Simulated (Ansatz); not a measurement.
# Nb

```
CELL_PARAMETERS angstrom
-1.65491 1.65491 1.65491
1.65491 -1.65491 1.65491
1.65491 1.65491 -1.65491
ATOMIC_POSITIONS crystal
Nb 0.00000 0.00000 0.00000
```

The structure comes from a relaxation in the same program, started in the bcc type, and has space group Im-3m. Whether it is a known phase or the ground state wasn't checked.

Spin polarisation is left out, and whether a magnetic state lies lower isn't shown here.

Level of theory: Ansatz 0.2.0, DFT, PBE, all-electron LAPW, scalar-relativistic.

Sampling and basis: a Γ-centred 16×16×16 k mesh, Fermi–Dirac smearing of 0.08 eV, basis error target 1 meV/atom, no spin polarisation.

- Band gap: none: with an odd electron count and no spin polarisation the bands can't all be full, a metal in this set-up (spin order or a larger cell could open a gap)
- Density of states at the Fermi level (0.2 eV bin): 1.58 states/eV per cell
- Volume per atom: 122.3 bohr³
- Pressure at this cell: -0.1 kbar
